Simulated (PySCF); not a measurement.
## Vibration and rotation of BS

ROHF-CCSD(T) constants of BS, ²Σ⁺ (doublet), unpaired electrons σ ↑ (B STO-3G, S STO-3G; no relativity (PySCF 2.14); masses 11.0093 and 31.9721 u):

| Quantity | Value |
| --- | --- |
| ωe | 1360.6 cm⁻¹ |
| ωexe | 5.52 cm⁻¹ |
| Be | 0.81637 cm⁻¹ |
| αe | 0.00481 cm⁻¹ |
| D (centrifugal) | 1.18e-06 cm⁻¹ |

(1) Give the vibrational terms G(v) and spacings up to v = 6.

Correlated steps freeze 6 core orbitals. The CCSD T1 diagnostic is raised, a sign that a single reference may not be enough here. STO-3G is very small, so such numbers show the basis as much as the molecule. The state is the lowest determinant that a PBE0 search found; another state may lie lower at other levels.

## Answers

(1) G(v) = ωe(v+½) − ωexe(v+½)².

```json
{"v": "0", "G(v) (cm⁻¹)": "678.9", "G(v) − G(v−1)": "", "Bv (cm⁻¹)": "0.8140"}
{"v": "1", "G(v) (cm⁻¹)": "2028.5", "G(v) − G(v−1)": "1349.6", "Bv (cm⁻¹)": "0.8092"}
{"v": "2", "G(v) (cm⁻¹)": "3367.0", "G(v) − G(v−1)": "1338.5", "Bv (cm⁻¹)": "0.8043"}
{"v": "3", "G(v) (cm⁻¹)": "4694.5", "G(v) − G(v−1)": "1327.5", "Bv (cm⁻¹)": "0.7995"}
{"v": "4", "G(v) (cm⁻¹)": "6010.9", "G(v) − G(v−1)": "1316.4", "Bv (cm⁻¹)": "0.7947"}
{"v": "5", "G(v) (cm⁻¹)": "7316.3", "G(v) − G(v−1)": "1305.4", "Bv (cm⁻¹)": "0.7899"}
{"v": "6", "G(v) (cm⁻¹)": "8610.7", "G(v) − G(v−1)": "1294.4", "Bv (cm⁻¹)": "0.7851"}
```
